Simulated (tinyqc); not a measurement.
Inside a calculation. Method: CCD on RHF in the sto-3g basis, frozen core, for HF, spin multiplicity 1. One step of it, computed by the program tinyqc.

Problem. CCD: starting amplitudes. t_ij^ab = <ij||ab> / (e_i + e_j - e_a - e_b), whose energy is MP2.

orbital energies (hartree): MO1 -25.893113, MO2 -1.503800, MO3 -0.609886, MO4 -0.468329, MO5 -0.468329, MO6 0.724691

Two-electron integrals over orbitals (pq|rs), unique and non-zero (hartree); the lowest 1 orbital is frozen and left out:
```
(22|22) 0.860569    (32|22) 0.003564    (32|32) 0.158069    (33|22) 0.772942
(33|32) -0.067182   (33|33) 0.817451    (42|42) 0.176123    (43|42) -0.048175
(43|43) 0.055147    (44|22) 0.872073    (44|32) -0.074786   (44|33) 0.788134
(44|44) 0.997514    (52|52) 0.176123    (53|52) -0.048175   (53|53) 0.055147
(54|54) 0.053770    (55|22) 0.872073    (55|32) -0.074786   (55|33) 0.788134
(55|44) 0.889973    (55|55) 0.997514    (62|22) -0.143356   (62|32) -0.030322
(62|33) -0.051927   (62|44) -0.144201   (62|55) -0.144201   (62|62) 0.101839
(63|22) -0.132912   (63|32) 0.090382    (63|33) -0.136262   (63|44) -0.172369
(63|55) -0.172369   (63|62) 0.062414    (63|63) 0.149715    (64|42) -0.047671
(64|43) -0.009867   (64|64) 0.032731    (65|52) -0.047671   (65|53) -0.009867
(65|65) 0.032731    (66|22) 0.700877    (66|32) 0.080020    (66|33) 0.667784
(66|44) 0.659157    (66|55) 0.659157    (66|62) -0.070274   (66|63) -0.009724
(66|66) 0.720793
```

Give: Starting amplitudes; correlation energy.

Solution.

Starting amplitudes (spin orbitals 1a, 1b, ...; amplitudes related by a flip of all spins are not repeated):
```
from      to       t
3a 3b  6a 6b  -0.056
2a 2b  6a 6b  -0.023
2a 3b  6a 6b  -0.018
5a 5b  6a 6b  -0.014
4a 4b  6a 6b  -0.014
```

correlation energy = -0.01381 hartree
